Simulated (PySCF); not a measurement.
A geometry optimisation, step by step.

C2H6F2N (charge +1).
SMILES with atom numbers: `[NH3+:1][CH2:2][CH:3]([F:4])[F:5]` (hydrogens: H6, H7, H8 on N1; H9, H10 on C2; H11 on C3)

Method: PySCF 2.14.0, PBE0-D3(BJ)/def2-SVP geometry optimisation, gas phase; density fitting, grid level 1; the optimiser is geomeTRIC in internal coordinates, started from a GFN2-xTB structure with every atom displaced at random (about 0.01 Å). The frame can shift and turn from step to step; on so coarse a grid that alone can change the energy by a few meV, and forces under 0.02 eV/Å are noise.

Step 0: E = -9072.5706 eV, largest atomic force 2.291 eV/Å
```
atom  x, y, z in Å  |  force x, y, z in eV/Å
N1     -1.170   -0.102    0.272   -0.979   1.947  -0.706
C2     -0.045   -0.231   -0.666    1.058   0.062   0.705
C3      1.198    0.203    0.093    0.813   0.077   0.542
F4      1.064    1.474    0.524   -0.492   0.021  -0.196
F5      1.311   -0.567    1.198   -0.264  -0.168  -0.042
H6     -1.039   -0.660    1.101    0.196  -0.612   0.815
H7     -2.072   -0.345   -0.170    0.143  -0.021   0.209
H8     -1.234    0.911    0.579    0.012  -1.057  -0.149
H9     -0.176    0.419   -1.518   -0.346   0.282  -0.561
H10     0.059   -1.269   -0.967   -0.033  -0.364  -0.234
H11     2.143    0.141   -0.463   -0.107  -0.167  -0.384
```

Step 1: E = -9072.6248 eV, largest atomic force 0.603 eV/Å
```
atom  x, y, z in Å  |  force x, y, z in eV/Å
N1     -1.151   -0.318    0.141    0.029  -0.393   0.373
C2      0.114   -0.211   -0.641   -0.130   0.197  -0.099
C3      1.142    0.475    0.242   -0.330  -0.314  -0.396
F4      0.653    1.679    0.552    0.013   0.359   0.198
F5      1.230   -0.253    1.371    0.171   0.015   0.149
H6     -0.951   -0.748    1.067   -0.055   0.260  -0.229
H7     -1.815   -0.930   -0.331   -0.300  -0.240  -0.175
H8     -1.638    0.575    0.298    0.287   0.157   0.055
H9     -0.092    0.381   -1.546    0.083  -0.095   0.007
H10     0.420   -1.230   -0.913    0.074   0.040  -0.024
H11     2.117    0.564   -0.259    0.158   0.012   0.140
```

Step 2: E = -9072.6514 eV, largest atomic force 0.194 eV/Å
```
atom  x, y, z in Å  |  force x, y, z in eV/Å
N1     -1.158   -0.335    0.136   -0.103  -0.139  -0.050
C2      0.106   -0.217   -0.651    0.002   0.116   0.156
C3      1.128    0.475    0.239    0.161  -0.035  -0.056
F4      0.655    1.688    0.573   -0.116   0.011  -0.044
F5      1.243   -0.247    1.373   -0.086  -0.069   0.009
H6     -0.956   -0.742    1.064    0.016   0.039  -0.026
H7     -1.853   -0.937   -0.326    0.019   0.053   0.006
H8     -1.593    0.586    0.293    0.070   0.044   0.058
H9     -0.093    0.370   -1.557   -0.003  -0.030  -0.015
H10     0.431   -1.230   -0.925    0.065   0.018   0.007
H11     2.116    0.573   -0.237   -0.025  -0.009  -0.047
```

Step 3: E = -9072.6561 eV, largest atomic force 0.121 eV/Å
```
atom  x, y, z in Å  |  force x, y, z in eV/Å
N1     -1.154   -0.336    0.137   -0.056  -0.015  -0.106
C2      0.108   -0.220   -0.653   -0.008  -0.024   0.013
C3      1.123    0.472    0.237    0.024  -0.017  -0.016
F4      0.630    1.680    0.566    0.001   0.027   0.011
F5      1.224   -0.255    1.370    0.011   0.007   0.024
H6     -0.948   -0.744    1.062    0.018  -0.039   0.027
H7     -1.864   -0.923   -0.322    0.053   0.074   0.012
H8     -1.561    0.596    0.305    0.004   0.003   0.036
H9     -0.089    0.366   -1.560   -0.026  -0.020  -0.022
H10     0.445   -1.228   -0.927    0.003  -0.010   0.011
H11     2.114    0.575   -0.235   -0.023   0.013   0.012
```

Step 4: E = -9072.6578 eV, largest atomic force 0.042 eV/Å
```
atom  x, y, z in Å  |  force x, y, z in eV/Å
N1     -1.153   -0.336    0.136    0.019   0.020  -0.012
C2      0.109   -0.223   -0.652   -0.001  -0.018  -0.018
C3      1.122    0.472    0.238   -0.013   0.008   0.013
F4      0.624    1.680    0.561    0.009   0.009   0.011
F5      1.223   -0.251    1.374    0.007   0.017  -0.021
H6     -0.948   -0.757    1.055   -0.010  -0.040   0.008
H7     -1.870   -0.907   -0.330   -0.002   0.026  -0.013
H8     -1.548    0.599    0.319   -0.001  -0.004   0.019
H9     -0.090    0.360   -1.561   -0.004  -0.015  -0.015
H10     0.446   -1.232   -0.926   -0.004  -0.008   0.020
H11     2.112    0.578   -0.233   -0.001   0.004   0.008
```

Step 5: E = -9072.6609 eV, largest atomic force 0.184 eV/Å
```
atom  x, y, z in Å  |  force x, y, z in eV/Å
N1     -1.152   -0.337    0.133    0.118   0.041   0.136
C2      0.113   -0.232   -0.650    0.003   0.018  -0.072
C3      1.119    0.475    0.238   -0.062   0.033   0.062
F4      0.610    1.684    0.550    0.022  -0.043  -0.006
F5      1.219   -0.236    1.382    0.015   0.015  -0.040
H6     -0.960   -0.804    1.034   -0.041  -0.019  -0.043
H7     -1.886   -0.858   -0.358   -0.078  -0.034  -0.043
H8     -1.509    0.603    0.362   -0.013  -0.005  -0.018
H9     -0.085    0.343   -1.565    0.012  -0.009   0.001
H10     0.450   -1.243   -0.917    0.001   0.002   0.034
H11     2.110    0.588   -0.227    0.024   0.000  -0.009
```

Step 6: E = -9072.6621 eV, largest atomic force 0.133 eV/Å
```
atom  x, y, z in Å  |  force x, y, z in eV/Å
N1     -1.152   -0.338    0.131    0.077   0.016   0.107
C2      0.116   -0.236   -0.648    0.004   0.016  -0.051
C3      1.118    0.478    0.240   -0.037   0.025   0.047
F4      0.602    1.685    0.548    0.013  -0.031   0.003
F5      1.223   -0.229    1.385    0.003   0.011  -0.043
H6     -0.975   -0.833    1.020   -0.029  -0.005  -0.037
H7     -1.896   -0.830   -0.376   -0.052  -0.024  -0.025
H8     -1.491    0.603    0.383   -0.008  -0.002  -0.021
H9     -0.080    0.334   -1.566    0.015  -0.004   0.006
H10     0.455   -1.247   -0.908    0.001  -0.001   0.025
H11     2.108    0.595   -0.226    0.016  -0.001  -0.010
```

Step 7: E = -9072.6628 eV, largest atomic force 0.024 eV/Å
```
atom  x, y, z in Å  |  force x, y, z in eV/Å
N1     -1.152   -0.339    0.129    0.008   0.002   0.023
C2      0.118   -0.237   -0.646   -0.001   0.012  -0.016
C3      1.117    0.481    0.242   -0.004  -0.002   0.016
F4      0.595    1.684    0.554    0.000  -0.009   0.001
F5      1.229   -0.228    1.384    0.003  -0.001  -0.009
H6     -0.989   -0.852    1.009   -0.004   0.002  -0.009
H7     -1.901   -0.813   -0.390   -0.009  -0.007  -0.005
H8     -1.482    0.602    0.392    0.000  -0.001  -0.006
H9     -0.075    0.329   -1.567    0.007  -0.002   0.000
H10     0.461   -1.249   -0.899    0.001   0.000   0.010
H11     2.106    0.605   -0.226    0.000   0.006  -0.005
```

Step 8: E = -9072.6629 eV, largest atomic force under 0.02 eV/Å
```
atom  x, y, z in Å  |  force x, y, z in eV/Å
N1     -1.152   -0.340    0.127   -0.012  -0.001  -0.011
C2      0.120   -0.237   -0.646   -0.001   0.004   0.002
C3      1.117    0.482    0.244    0.008  -0.011   0.001
F4      0.591    1.683    0.559   -0.005   0.004   0.005
F5      1.233   -0.230    1.383    0.000   0.000  -0.003
H6     -0.992   -0.854    1.007    0.004   0.001   0.003
H7     -1.901   -0.813   -0.394    0.006   0.000   0.003
H8     -1.483    0.602    0.390    0.002   0.000   0.001
H9     -0.073    0.328   -1.568    0.003  -0.001  -0.002
H10     0.464   -1.249   -0.896   -0.001  -0.002   0.003
H11     2.105    0.610   -0.226   -0.004   0.006  -0.001
```

Problem. Summarise the path.

Solution. The energy falls by 8.90 kJ/mol from step 0 to step 8; nine tenths of that is first reached at step 3. It falls at every step. The largest force goes from 2.291 to under 0.02 eV/Å. Among the bonds N1–H8 changes most, from 1.061 to 1.032 Å; the atoms move by 0.022 Å rms after alignment.

What follows is the cost of the whole optimisation. Hardware: an Intel Xeon 6975P-C with one thread, shared host with 192 logical CPUs at a one-minute load of 29. Cost: 18 s, 0.41 GiB resident at most.
